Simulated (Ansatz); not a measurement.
hydrogen isocyanide (SMILES [C-]#[NH+]) moved off its minimum; all values from Ansatz (an electronic-structure program), cores frozen in correlated methods.
(charge 0, multiplicity 1)
```xyz
3

C      0.0099     0.0032    -0.7176
N     -0.0248    -0.0581     0.3993
H      0.0073    -0.0506     1.4323
```

**Question.** Give the forces (eV/Å), the total energy and the dipole at CCSD(T)/aug-cc-pVTZ.

**Answer.** 
| atom | Fx | Fy | Fz |
|---|---|---|---|
| C1 | 0.178 | 0.349 | -7.205 |
| N2 | -0.076 | -0.287 | 8.861 |
| H3 | -0.102 | -0.062 | -1.656 |
Energy -93.2492 hartree, dipole 3.36 D.
